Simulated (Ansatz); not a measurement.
**What a trial cell of CO relaxes into**

Level of theory: Ansatz 0.2.0, DFT r2SCAN, scalar-relativistic, plane waves, PAW. Cutoff 500 eV, Γ-centred k mesh, Gaussian smearing, no spin polarisation in the final step.

This is the end of a relaxation of cell and atoms.

```
C O
1.0
     0.00000    2.16921    2.16921
     2.16921    0.00000    2.16921
     2.16921    2.16921    0.00000
C O
1 1
Direct
  0.00000 0.00000 0.00000
  0.75000 0.75000 0.75000
```

Formation energies are uncorrected and refer to the elements' standard structures at the same level (O₂ as a molecule).

Q: What space group does it have?

A: F-43m (No. 216). Conventional cell: a = 4.338 Å. Around C lie 4 O at 1.88 Å; around O lie 4 C at 1.88 Å.

Q: How far does it lie from the elements in energy?

A: 2.52 eV/atom.

Q: Is it a metal?

A: Yes, bands cross the Fermi level on the 22×22×22 mesh.

The final run used a 22×22×22 mesh on its 2-atom cell and 0.10 eV smearing. The k mesh leaves about 4 meV/atom of noise in metals. The cell came from a trial start, so CO may not exist in this structure.

Cost: 3 runs of about 1.2 core-minutes in all, on Arm Neoverse V1 (shared hosts).